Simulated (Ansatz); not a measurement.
**bcc Nb**

Computed with r²SCAN (Ansatz, a quantum-chemistry and plane-wave program, PAW).

Settings: plane-wave cutoff 560 eV, 24×24×24 k mesh, Fermi–Dirac smearing 0.05 eV, no spin polarisation, scalar-relativistic PAW data made under PBE.

Cell (relaxed at this level):

```cif
data_Nb2
_chemical_formula_sum 'Nb2'
_space_group_name_H-M_alt 'Im-3m'
_space_group_IT_number 229
_space_group_name_Hall '-I 4 2 3'
_cell_length_a 3.30336
_cell_length_b 3.30336
_cell_length_c 3.30336
_cell_angle_alpha 90.000
_cell_angle_beta 90.000
_cell_angle_gamma 90.000
loop_
_atom_site_label
_atom_site_type_symbol
_atom_site_symmetry_multiplicity
_atom_site_Wyckoff_symbol
_atom_site_fract_x
_atom_site_fract_y
_atom_site_fract_z
_atom_site_occupancy
Nb1 Nb 2 a 0.00000 0.00000 0.00000 1
```
(The calculation used a cell of 1 atom; values per cell refer to that cell.)

```json
{
  "bulk_modulus": "173 GPa",
  "band_gap": "zero (no gap)",
  "pressure derivative B′ of the bulk modulus": "3.6"
}
```

Measured, for comparison: bulk modulus 173 GPa (0 K value with the zero-point phonon effect removed; as tabulated in Mejia-Rodriguez and Trickey (2018), arXiv:1807.09216). Computed (rounded) less measured: bulk modulus 0.0 %.

Spin–orbit coupling is not included.

It cost very roughly 90 core-seconds of CPU time.
